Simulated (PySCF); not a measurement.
## Identify the compound

Molecular formula: C$_{2}$H$_{2}$F$_{4}$. Simulated spectra:

1H NMR (400 MHz, computed): δ 5.62 (m, 2H).

13C{1H} NMR (computed): δ 115.8 (CH, m).

- couplings computed with B3LYP/pcJ-1
- B97-2/pcSseg-2 with gauge-including orbitals
- PBE0-D3(BJ)/def2-SVP geometry
- program: PySCF
- rapidly exchanging positions averaged, one computed conformer, no relativistic terms, gas phase

Chemical shifts δ = σref − σ; 1H (σref 31.36), 13C (σref 183.46) against TMS, all at this level.

Question: Propose a structure and justify it.

Answer: 
The formula gives 0 degrees of unsaturation. 1 carbon signal for 2 carbons: some carbons are equivalent by symmetry or fast rotation. Carbon types of the structure: 2 × CH, which accounts for all hydrogens. δC 115.8: sp3 CH bonded to 2 F; 2 electronegative neighbours deshield it. δH 5.62: hydrogen on an sp3 CH bonded to 2 F; its carbon carries F, hence the downfield position.

Structure: `FC(F)C(F)F`.

This is the structure that produced the data.

Common functionals overestimate the size of one-bond C–F couplings by tens of Hz; these are unscaled. Multiplet labels drop couplings under 1 Hz and merge nearly equal ones. Couplings among chemically equivalent protons are left out too, so labels in AA′BB′ or AA′XX′ sets are apparent multiplicities. Shifts are as computed. Against solution values, carbons near 30 ppm lie about +4 ppm off and those near 130 ppm about +7 ppm. Of 1211 compounds with measured shifts, 218 miss one by over three times the rms of a fit or turn the order of signals round; such compounds aren't used in these exercises. Vicinal couplings across rotatable single bonds and in flexible rings belong to the one computed conformer; a conformer average would change them.
